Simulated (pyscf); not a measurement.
Routes from PH₃ (SMILES P) + SiH₂ (SMILES [SiH2]) [singlet]

Candidate steps break at most two bonds and form at most two. Each was searched with GFN2-xTB (tblite) first. Structures and frequencies: ωB97X-D3(BJ)/def2-SVP in PySCF. Energies: ωB97M-D3(BJ)/def2-TZVP, eV, from the separated reactants, singlet surface; ΔG‡ with ideal gas, 1 atm, RRHO with modes under 100 cm⁻¹ raised to 100, one conformer, R ln 2 for chiral ones without a mode under 150 cm⁻¹.

| products | type | ΔE‡ | ΔE | ΔG‡ 298 K | ΔG‡ 900 K | ν‡ (cm⁻¹) |
|---|---|---|---|---|---|---|
| H₃Si–PH₂ | insertion | -0.15 | -2.55 | 0.30 | 1.12 | 697i |
| H₂Si=PH + H₂ | concerted two-bond exchange | 1.20 | -0.82 | 1.62 | 2.41 | 650i |

Row 1: On the reactant side the descent ends in an adduct with a H–Si contact, 0.39 eV under the separated species and 0.11 eV under the saddle at ωB97X-D3(BJ)/def2-TZVP. Row 2: On the reactant side the descent ends in an adduct with a P–Si contact, 1.39 eV under the separated species and 2.44 eV under the saddle at ωB97X-D3(BJ)/def2-TZVP. 

Plain bond fissions and candidates not yet searched are not listed, and one of them may be faster. Each barrier is that of the saddle found; lower ones may exist.
